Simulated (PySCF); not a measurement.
dimethyl sulfide (C2H6S), SMILES CSC. Atoms are numbered in the order given.

```xyz
9

C      1.3688     0.0000    -0.5070
S      0.0000     0.0000     0.6544
C     -1.3688     0.0000    -0.5070
H      1.3533    -0.8926    -1.1358
H      2.2887     0.0000     0.0784
H      1.3533     0.8926    -1.1358
H     -1.3533    -0.8926    -1.1358
H     -2.2887     0.0000     0.0784
H     -1.3533     0.8926    -1.1358
```
Charge 0, spin multiplicity 1.

The structure is a stationary point at PBE0-D3(BJ)/def2-TZVP.

Computed with PBE/pcJ-1 in PySCF.

Isotropic couplings with Fermi-contact, spin-dipole and both spin-orbit terms, one fixed conformer, no vibrational averaging. Isotopes: 13C, 1H.

Q: Estimate the spin–spin coupling constants. (An estimate is asked for; the answer gives what the named calculation found.)

A: 
```
pair   bonds apart  J (Hz)
-----  -----------  ------
C1–H4            1   133.3
C1–H5            1   128.4
C1–H6            1   133.3
C3–H7            1   133.3
C3–H8            1   128.4
C3–H9            1   133.3
C1–C3            2    -0.7
H4–H5            2   -12.5
H4–H6            2    -7.6
H5–H6            2   -12.5
H7–H8            2   -12.5
H7–H9            2    -7.6
H8–H9            2   -12.5
C1–H7            3     2.4
C1–H8            3    11.2
C1–H9            3     2.4
C3–H4            3     2.4
C3–H5            3    11.2
C3–H6            3     2.4
H4–H7            4     1.0
H4–H8            4    -0.7
H4–H9            4     0.4
H5–H7            4    -0.7
H5–H8            4     2.5
H5–H9            4    -0.7
H6–H7            4     0.4
H6–H8            4    -0.7
H6–H9            4     1.0
```
